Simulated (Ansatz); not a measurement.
Relaxation of BClH₂ (4 atoms, charge 0, multiplicity 1), to a largest force component of 0.03 eV/Å in at most 50 steps.

Level of theory: RKS PBE0-D4/def2-SVPD in Ansatz 0.2.0.

```xyz
4
Properties=species:S:1:pos:R:3
B -0.285 0.000 -0.848
Cl 1.455 0.000 1.670
H 1.765 0.000 0.367
H -1.398 0.000 -0.302
```

Problem. Where does it end, and by what steps?

Solution. The forces met the threshold. After 12 steps the energy has fallen by 4.820 eV; H3 moved furthest, 1.25 Å. Parted: Cl2–H3 (1.34 → 2.54 Å). Joined: B1–Cl2 (3.06 → 1.74 Å), B1–H3 (2.38 → 1.20 Å).

```
step  energy less start (eV)  largest force component (eV/Å)  accepted
   0                  0.0000                           0.900       yes
   1                 -0.0857                           0.290       yes
   2                 -0.1793                           0.642       yes
   3                 -0.2306                           1.016       yes
   4                 -0.4921                           2.274       yes
   5                 -1.1985                           2.274       yes
   6                 -2.1084                           4.018       yes
   7                 -3.3228                           4.073       yes
   8                 -4.4775                           1.379       yes
   9                 -4.6746                           2.392       yes
  10                 -4.8005                           0.948       yes
  11                 -4.8168                           0.454       yes
  12                 -4.8198                           0.012       yes
```

```xyz
4
Properties=species:S:1:pos:R:3
B 0.343 0.000 0.072
Cl 0.810 0.000 1.752
H 1.214 0.000 -0.755
H -0.830 0.000 -0.182
```

Whether the end is a true minimum wasn't checked by a vibrational analysis.

Run time: 16 s on 1 thread of Arm Neoverse V1, on a shared host, peak memory 0.11 GiB.
